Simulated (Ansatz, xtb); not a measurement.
C4H12N2: which of two conformers lies lower

Structure a: `CCC(C)(N)N`, a singlet. Structure b: `CCC(C)(N)N`, a singlet. Both are isolated molecules in the gas phase, relaxed with B3LYP/6-31G*.

a (Å):

```xyz
18

C    -1.4326    0.9923    1.9533
C    -1.6741    0.3963    0.5639
C    -0.4088   -0.0533   -0.2019
C     0.5704    1.1062   -0.4301
N     0.2841   -1.0691    0.6152
N    -0.8656   -0.5019   -1.5332
H    -0.8908    1.9431    1.8961
H    -0.8459    0.3086    2.5737
H    -2.3861    1.1895    2.4567
H    -2.3330   -0.4816    0.6604
H    -2.2104    1.1086   -0.0732
H     0.9659    1.4777    0.5182
H     0.0769    1.9221   -0.9657
H     1.4217    0.7729   -1.0394
H    -0.3132   -1.8908    0.7136
H     1.1247   -1.3834    0.1299
H    -0.0701   -0.8592   -2.0633
H    -1.5106   -1.2856   -1.4253
```

b (Å):

```xyz
18

C    -2.3763   -2.3250   -0.1964
C    -1.5336   -1.2676   -0.9150
C    -0.0833   -1.1085   -0.3820
C     0.6691   -0.0790   -1.2473
N    -0.1561   -0.7243    1.0358
N     0.7074   -2.3473   -0.3905
H    -2.4185   -2.1238    0.8780
H    -1.9607   -3.3308   -0.3336
H    -3.3990   -2.3397   -0.5897
H    -1.4778   -1.5007   -1.9877
H    -2.0384   -0.2925   -0.8456
H     1.6874    0.0552   -0.8673
H     0.7383   -0.4016   -2.2947
H     0.1552    0.8896   -1.2329
H    -0.5997    0.1892    1.1237
H     0.7960   -0.6308    1.3886
H     0.2390   -3.0408    0.1906
H     0.7523   -2.7258   -1.3356
```

Energies in hartree; the thermal terms are from B3LYP/6-31G* harmonic frequencies (ideal gas, rigid rotor, one conformer each, 298.15 K, 1 atm) and include the zero-point energy:

```
                              a           b
E, CCSD(T)/def2-SVP  −268.191393  −268.191307
    E, MP2/def2-SVP  −268.089739  −268.089541
  E, MP2/def2-TZVPP  −268.602685  −268.602701
  zero-point energy     0.167093     0.167231
       H(298 K) − E     0.175938     0.176036
       G(298 K) − E     0.136232     0.136435
```

Problem. Correct the CCSD(T) difference for the basis set by the MP2 change, then work out ΔE, ΔE₀, ΔH and ΔG for a → b in kcal/mol (1 Eh = 627.51 kcal/mol) and the equilibrium ratio [b]/[a].

Solution. 1. Differences b − a: CCSD(T) +0.000086, MP2 in the small set +0.000198, MP2 in the large set −0.000016 Eh.
2. ΔE = +0.000086 + (−0.000016 − (+0.000198)) = −0.000128 Eh = −0.08 kcal/mol.
3. ΔE₀ = ΔE + ΔZPE = −0.000128 + (+0.000138) Eh = +0.01 kcal/mol.
4. ΔH = ΔE + (+0.000098) Eh = −0.02 kcal/mol.
5. ΔG = ΔE + (+0.000203) Eh = +0.05 kcal/mol, so ΔS = (ΔH − ΔG)/T = −0.9 J/(mol K).
6. kT = 0.9442 mEh, so K = [b]/[a] = exp(−ΔG/kT) = exp(−0.08) ≈ 0.92.

The two are too close for this level to say which is favoured. An error of 1 kcal/mol in ΔG would change K by a factor of 5.4. Mirror images and further conformers aren't counted.

Other levels gave ΔE = −0.4 (B3LYP/6-31G*); −0.1 (HF/def2-SVP); +0.1 (MP2/def2-SVP); +0.1 (CCSD(T)/def2-SVP) kcal/mol. The correlated steps freeze 6 core orbitals. Programs: Ansatz 0.2.0.
